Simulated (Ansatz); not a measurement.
Input file:

```yaml
crystal:
  periodic: [false, false, false]
  atoms:
    - {symbol: F, position_ang: [0.000000, 0.000000, 0.000000]}
    - {symbol: Se, position_ang: [0.000000, 0.000000, 1.737500]}
basis:
  gaussian: {orbitals: cc-pVDZ}
magnetization: {spin_polarized: false, initial_magnetization: 3}
correlation: {method: bccd_t, electrons: outside_noble_gas}
accuracy: high
```

```sh
$ ansatz run in.yaml --threads 1 --pin off --events-out ev --progress --plain --max-ram 2393MiB
```

Log:

```
738 factors; integrals over basis functions are off by at most 4.6e-9 eV
mean field evaluation 1: about -68003.4183 eV, gradient 2.3e1 eV
mean field evaluation 2: about -68003.4512 eV, gradient 2.3e1 eV
mean field evaluation 4: about -68004.6910 eV, gradient 3.1e0 eV
mean field evaluation 8: about -68004.7227 eV, gradient 1.7e-1 eV
mean field evaluation 16: about -68003.4183 eV, gradient 2.3e1 eV
mean field evaluation 32: about -68000.0191 eV, gradient 3.2e-2 eV
mean field -68004.72292416 eV, -2499.1274722063 hartree, gradient 7.9e-8 eV, S^2 3.750000; 0 other end points of the search recorded, 0 dependent functions left out
15 core orbitals not correlated: weight in the atoms' cores, before any rotation towards them, 1.000 or more for the frozen orbitals, at most 0.000 for the correlated occupied ones
reference -68004.72292416 eV, -2499.1274722063 hartree; 8, 5 occupied and 18, 21 virtual orbitals, 738 factors
second order -7.49304399 eV of doubles, -0.06882456 eV of singles
cycle   1  -7.61521426 eV  change   -5.1e-2 eV  update   9.2e-2
cycle   2  -7.83239438 eV  change   -2.2e-1 eV  update   3.4e-2
cycle   3  -7.90237450 eV  change   -7.0e-2 eV  update   2.6e-2
cycle   4  -7.88483875 eV  change    1.8e-2 eV  update   1.2e-2
cycle   5  -7.87223876 eV  change    1.3e-2 eV  update   4.9e-3
cycle   6  -7.87119024 eV  change    1.0e-3 eV  update   1.5e-3
cycle   7  -7.87121323 eV  change   -2.3e-5 eV  update   4.6e-4
cycle   8  -7.87134432 eV  change   -1.3e-4 eV  update   1.9e-4
cycle   9  -7.87141407 eV  change   -7.0e-5 eV  update   5.4e-5
cycle  10  -7.87138505 eV  change    2.9e-5 eV  update   1.9e-5
cycle  11  -7.87139197 eV  change   -6.9e-6 eV  update   7.0e-6
cycle  12  -7.87139580 eV  change   -3.8e-6 eV  update   2.0e-6
cycle  13  -7.87139501 eV  change    7.8e-7 eV  update   6.2e-7
cycle  14  -7.87139520 eV  change   -1.8e-7 eV  update   1.8e-7
cycle  15  -7.87139521 eV  change   -1.8e-8 eV  update   4.6e-8
cycle  16  -7.87139521 eV  change    2.9e-9 eV  update   2.1e-8
cycle  17  -7.87139489 eV  change    3.2e-7 eV  update   6.3e-8
cycle  18  -7.87139484 eV  change    5.2e-8 eV  update   2.1e-8
cycle  19  -7.87139484 eV  change    2.3e-9 eV  update   6.7e-9
cycle  20  -7.87139483 eV  change    8.8e-9 eV  update   4.0e-9
cycle  21  -7.87139483 eV  change   3.3e-10 eV  update   1.3e-9
perturbative correction -0.19370685 eV, -0.0071185954 hartree
Total energy: -68012.78802584 eV, -2499.4238592262 hartree
```

Ran on 1 thread of Arm Neoverse N1, shared host: 3.4 s wall, 0.12 GiB peak host memory.
